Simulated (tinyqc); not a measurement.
Inside a calculation. Method: Hueckel theory of the pi electrons with the omega technique, for the molecule C=C(N)F (SMILES; centres numbered as the heavy atoms are written). One step of it, computed by the program tinyqc.

Problem. Orbitals, round 2. Diagonalise; E = alpha + x beta with beta < 0, so the largest x are filled first; degenerate levels share their electrons. P = sum n_i c_ri c_si; each orbital has its largest coefficient positive (the first on a tie).

matrix after round 1:
```
           1C        2C        3N        4F
1C  -0.222702  1.000000  0.000000  0.000000
2C   1.000000  0.097564  0.800000  0.700000
3N   0.000000  0.800000  1.595104  0.000000
4F   0.000000  0.700000  0.000000  3.030034
```

pi electrons, sum of z_r less the charge = 6

Give: x values; occupations; coefficients; charge and bond-order matrix P.

Solution.

x values: 3.230  1.944  0.560  -1.233

occupations: 2.000  2.000  2.000  0.000

coefficients:
```
      MO1     MO2     MO3     MO4
1C  0.079   0.176   0.703  -0.685
2C  0.271   0.381   0.550   0.692
3N  0.133   0.874  -0.425  -0.196
4F  0.950  -0.245  -0.156  -0.114
```

charge and bond-order matrix P:
```
        1C     2C      3N      4F
1C   1.061  0.949  -0.268  -0.156
2C   0.949  1.041   0.271   0.157
3N  -0.268  0.271   1.923  -0.045
4F  -0.156  0.157  -0.045   1.974
```
